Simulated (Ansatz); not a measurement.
# AlH2F + SiH4: a complex and its separated parts

Aim: how far the complex at one end of a reaction step lies below its separated, relaxed parts, level by level.

Program: Ansatz 0.2.0, Gaussian basis. Level of theory: PBE0-D4/def2-TZVP structures, single points in def2-TZVPP, no counterpoise correction. These are calculated values, not measurements.

Levels: SPW92, PBE-D4, BLYP-D4, r2SCAN-D4, B97M-V, PBE0-D4, B3LYP-D4, r2SCAN0-D4, BHLYP-D4, CAM-B3LYP-D4, wB97X-V, wB97M-V, B2PLYP, PBE-QIDH, RPA on PBE, Hartree-Fock, MP2, CCSD, CCSD(T).

Correlated methods freeze the cores. B3LYP uses VWN-RPA correlation. B2PLYP carries no dispersion term here.

79 further runs of the same task are left out: 1 that didn't finish, 78 set aside as unsound or not needed.

## (1) The starting structure

The complex: 9 atoms, charge 0, spin multiplicity 1.

Atoms are counted from 1 here; the program's logs count them from 0.

Bond lengths: Al1–F2 1.659 Å, Al1–H3 1.579 Å, Al1–H4 1.585 Å, H5–Si6 1.514 Å, Si6–H7 1.477 Å, Si6–H8 1.482 Å, Si6–H9 1.478 Å. Angles: F2–Al1–H3 117.6°, F2–Al1–H4 116.4°, H3–Al1–H4 124.4°, H5–Si6–H7 108.8°, H5–Si6–H8 104.1°, H5–Si6–H9 107.2°, H7–Si6–H8 111.8°, H7–Si6–H9 112.7°, H8–Si6–H9 111.7°.

Geometry (Å):

```
atom    x (Å)    y (Å)    z (Å)
 Al1  -1.5331  -0.6101   0.2009
  F2  -1.4758  -0.5580   1.8577
  H3  -1.7509  -2.0183  -0.4788
  H4  -1.7008   0.7790  -0.5432
  H5   0.4626  -0.7219  -0.0861
 Si6   1.3053   0.5302  -0.2102
  H7   0.8547   1.5095   0.7995
  H8   2.6868   0.0636   0.0541
  H9   1.1512   1.0263  -1.5940
```

Its parts: AlH2F holds atoms 1, 2, 3, 4; SiH4 holds atoms 5, 6, 7, 8, 9. Each part counts its atoms afresh in its own runs.

## (2) Relaxing AlH2F alone

Input file relax-a/in.yaml:

```yaml
crystal:
  periodic: [false, false, false]
  atoms:
    - {symbol: Al, position_ang: [-1.533099, -0.610089, 0.200875]}
    - {symbol: F, position_ang: [-1.475777, -0.558016, 1.857650]}
    - {symbol: H, position_ang: [-1.750885, -2.018296, -0.478842]}
    - {symbol: H, position_ang: [-1.700754, 0.778988, -0.543189]}
basis:
  gaussian: {orbitals: def2-TZVP}
hamiltonian: {xc: pbe0, dispersion: d4}
relax: {f_tol: 0.005, max_steps: 200}
```

On the command line:

```console
ansatz run in.yaml --threads 2 --pin off --events-out ev --progress --plain --max-ram 4352MiB
```

The runs that follow: Relaxing SiH4 alone; SPW92/def2-TZVPP; PBE-D4/def2-TZVPP; BLYP-D4/def2-TZVPP; r2SCAN-D4/def2-TZVPP; B97M-V/def2-TZVPP; PBE0-D4/def2-TZVPP; B3LYP-D4/def2-TZVPP; r2SCAN0-D4/def2-TZVPP; BHLYP-D4/def2-TZVPP; CAM-B3LYP-D4/def2-TZVPP; wB97X-V/def2-TZVPP; wB97M-V/def2-TZVPP; B2PLYP/def2-TZVPP; PBE-QIDH/def2-TZVPP; RPA on PBE/def2-TZVPP; CCSD(T)/def2-TZVPP; Vibrations of AlH2F; Vibrations of SiH4.

Q: Predict the outcome of this session. Wanted: complex less parts, CCSD(T)/def2-TZVPP; with zero-point energy; largest T1 diagnostic.

**Answer**, as computed:

| quantity | value |
| --- | --- |
| complex less parts, CCSD(T)/def2-TZVPP | -17.5 kJ/mol |
| with zero-point energy | -10.2 kJ/mol |
| largest T1 diagnostic | 0.012 |

**Reading.** At CCSD(T) the complex lies 17.5 kJ/mol below its parts. Among the functionals BLYP-D4 lands nearest to CCSD(T) (+0.1 kJ/mol) and SPW92 farthest (-22.8 kJ/mol). Mean unsigned error by rung: LDA 22.8, GGA 4.3, meta-GGA 6.0, hybrid 4.9, range-separated hybrid 2.4, double hybrid 4.0 kJ/mol. PBE-D4 gives a relative energy 8.5 kJ/mol too low, outside chemical accuracy (1 kcal/mol, 4.2 kJ/mol). No counterpoise was applied, and triple zeta lacks some correlation, so the CCSD(T) reference has a basis error of its own, and close matches with it are partly luck.
